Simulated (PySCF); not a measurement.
## Worked example: H₂C–GaH₂⁺, singlet against H2C–GaH2, doublet

Geometry (PBE0/def2-TZVP stationary point of a doublet), kept for both states (H2C–GaH2, doublet: B1; H2C–GaH2⁺, singlet: A1):

```tsv
atom	x (Å)	y (Å)	z (Å)
C	0.0000	0.0000	1.6241
Ga	0.0000	0.0000	-0.3128
H	0.0000	0.9088	2.2212
H	0.0000	-0.9088	2.2212
H	0.0000	1.3677	-1.0800
H	0.0000	-1.3677	-1.0800
```

Basis cc-pVDZ; PySCF 2.14.0. Correlated methods freeze the noble-gas cores and the filled d shells of p-block atoms. Prefix R: restricted or restricted open-shell reference. No spin–orbit coupling is included, and no scalar relativity.

Full CI isn't at hand for all of this; RCCSDT serves as the reference. It lacks quadruple excitations, which often exceed the step from CCSD(T) to CCSDT.

```tsv
level	E(H2C–GaH2, doublet) (hartree)	E(H2C–GaH2⁺, singlet) (hartree)
RCCSD(T)	-1963.574980	-1963.230178
PBE	-1964.884679	-1964.524788
wB97M-V	-1965.104641	-1964.757276
RCCSDT	-1963.575791	-1963.230937
```

Q: Give the vertical gap, H2C–GaH2⁺ singlet less H2C–GaH2 doublet, at each level in eV (1 hartree = 27.2114 eV), and each error against RCCSDT.

A: RCCSDT: (-1963.230937 − (-1963.575791)) × 27.2114 = 9.384 eV (the reference)
wB97M-V: (-1964.757276 − (-1965.104641)) × 27.2114 = 9.452 eV, error 0.068 eV
PBE: (-1964.524788 − (-1964.884679)) × 27.2114 = 9.793 eV, error 0.409 eV
RCCSD(T): (-1963.230178 − (-1963.574980)) × 27.2114 = 9.383 eV, error -0.001 eV

Total energies of functionals can't be set beside those of wave-function methods, since they hold the core's correlation and their own absolute errors; only the differences compare.

In so small a basis the reference is far from its limit while semilocal and hybrid functionals are nearer theirs, so the functionals' errors here hold much of the reference's basis and frozen-core error, which can add to them or hide them.

Each level lands on the state that its own search finds. T1 diagnostics of restricted CCSD: 0.014 and 0.008.
